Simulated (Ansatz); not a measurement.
# BH3S2 (SMILES SBS): PBE/aug-cc-pVDZ

What is the energy change on altering one bond length of BH3S2 at PBE/aug-cc-pVDZ? 

The calculation is run with Ansatz 0.2.0.

37 further runs of the same task are left out: 2 that didn't finish, 35 set aside as unsound or not needed. Runs told in other sessions of the task aren't counted.

## 1. Starting point

The species is BH3S2 (6 atoms), meant as a singlet with charge 0. SMILES: `SBS`. The coordinates come from a PBE0-D4/def2-TZVP relaxation. This is one conformer, not always the lowest.

Bond lengths: S1–B2 1.783 Å, B2–S3 1.787 Å, S1–H4 1.346 Å, B2–H5 1.190 Å, S3–H6 1.342 Å. Angles: S1–B2–S3 122.5°, S1–B2–H5 116.2°, S3–B2–H5 121.4°, B2–S1–H4 98.9°, B2–S3–H6 97.3°.

## 2. The energy at PBE/aug-cc-pVDZ

File run.yaml:

```yaml
basis:
  gaussian: {orbitals: aug-cc-pVDZ}
crystal:
  periodic: [false, false, false]
  atoms:
    - {symbol: S, position_ang: [-0.819900, -0.605200, -1.516500]}
    - {symbol: B, position_ang: [0.091400, -0.453600, 0.008900]}
    - {symbol: S, position_ang: [0.333100, 1.114800, 0.829800]}
    - {symbol: H, position_ang: [-1.145600, 0.688100, -1.694600]}
    - {symbol: H, position_ang: [0.535500, -1.462200, 0.457500]}
    - {symbol: H, position_ang: [1.047600, 0.654100, 1.868800]}
hamiltonian: {xc: {name: PBE}}
output: {orbitals: {seedname: orbitals}}
accuracy: high
```

Launch:

```console
ansatz run run.yaml --threads 1 --pin off --max-ram 2610MiB --events-out events.jsonl --progress --plain --runs-dir runs
```

The log of the run:

```text
Warning: RAYON_NUM_THREADS=1 ignored (pool sized by the plan → 1); use --threads N
Functional definition: PBE
  name "PBE"
  parameter kappa = 0.804
  parameter beta = 0.06672455060314922
  exchange = pbe_x(kappa = kappa, mu = beta*pi^2/3)
  correlation = pbe_c(beta = beta)
2086 factors; integrals over basis functions are off by at most 3.4e-9 eV
mean field evaluation 1: about -22383.1172 eV, gradient 3.4e1 eV
mean field evaluation 2: about -22376.9055 eV, gradient 5.3e1 eV
mean field evaluation 4: about -22387.0531 eV, gradient 2.2e0 eV
mean field evaluation 8: about -22387.0645 eV, gradient 3.6e-2 eV
mean field evaluation 16: about -22387.0645 eV, gradient 1.6e-6 eV
mean field -22387.06447451 eV, -822.7094449409 hartree, gradient 3.1e-8 eV, S^2 0.000000; 0 other end points of the search recorded, 0 dependent functions left out
reference -22387.06448089 eV, -822.7094451753 hartree; 20, 20 occupied and 84, 84 virtual orbitals, 2086 factors
Total energy: -22387.06448089 eV, -822.7094451753 hartree
```

It took 12 s on 1 thread of Arm Neoverse N1, shared host; peak memory 0.27 GiB.

## 3. The distorted shape, same level

File run.yaml:

```yaml
crystal:
  periodic: [false, false, false]
  atoms:
    - {symbol: S, position_ang: [-1.677313, -0.052351, -2.763319]}
    - {symbol: B, position_ang: [-0.766013, 0.099249, -1.237919]}
    - {symbol: S, position_ang: [-0.524313, 1.667649, -0.417019]}
    - {symbol: H, position_ang: [-2.003013, 1.240949, -2.941419]}
    - {symbol: H, position_ang: [-0.321913, -0.909351, -0.789319]}
    - {symbol: H, position_ang: [1.047600, 0.654100, 1.868800]}
basis:
  gaussian: {orbitals: aug-cc-pVDZ}
hamiltonian: {xc: pbe}
accuracy: high
output: {orbitals: {seedname: orbitals}}
```

Launch:

```console
ansatz run run.yaml --threads 1 --pin off --max-ram 2610MiB --events-out events.jsonl --progress --plain --runs-dir runs
```

The log of the run (excerpt; [...] marks lines left out):

```text
Warning: RAYON_NUM_THREADS=1 ignored (pool sized by the plan → 1); use --threads N
[... 6 set-up lines as earlier in the session ...]
2097 factors; integrals over basis functions are off by at most 3.7e-9 eV
mean field evaluation 1: about -22372.9347 eV, gradient 4.3e1 eV
mean field evaluation 2: about -22342.1942 eV, gradient 9.2e1 eV
mean field evaluation 4: about -22375.2743 eV, gradient 2.9e1 eV
mean field evaluation 8: about -22379.8362 eV, gradient 2.1e1 eV
mean field evaluation 16: about -22382.9225 eV, gradient 1.2e-8 eV
mean field -22382.92250861 eV, -822.5572305014 hartree, gradient 3.6e-8 eV, S^2 0.000000; 1 other end points of the search recorded, 0 dependent functions left out
reference -22382.92251487 eV, -822.5572307315 hartree; 20, 20 occupied and 84, 84 virtual orbitals, 2097 factors
Total energy: -22382.92251487 eV, -822.5572307315 hartree
```

Run time: 15 s. Hardware: 1 thread of Arm Neoverse N1, shared host; peak memory 0.27 GiB.

## 4. Outcome

At PBE/aug-cc-pVDZ:

| quantity | value |
| --- | --- |
| first shape: total energy | -822.70945 Eh |
| first shape: HOMO energy | -6.47 eV |
| first shape: LUMO energy | -1.86 eV |
| first shape: HOMO–LUMO gap | 4.61 eV |
| distorted shape: total energy | -822.55723 Eh |
| distorted shape: HOMO energy | -6.52 eV |
| distorted shape: LUMO energy | -5.97 eV |
| distorted shape: HOMO–LUMO gap | 0.54 eV |
| energy change with the S3–H6 bond stretched from 1.342 to 2.953 Å | 4.142 eV |

One bond (distorted shape) is far stretched, which a spin-restricted single reference describes badly; a broken-symmetry solution may lie lower. With the S3–H6 bond stretched from 1.342 to 2.953 Å the energy rises by 4.14 eV (400 kJ/mol). The first shape isn't relaxed at this level, so the change isn't measured from a minimum. A restricted reference can't describe the breaking bond well at this length.
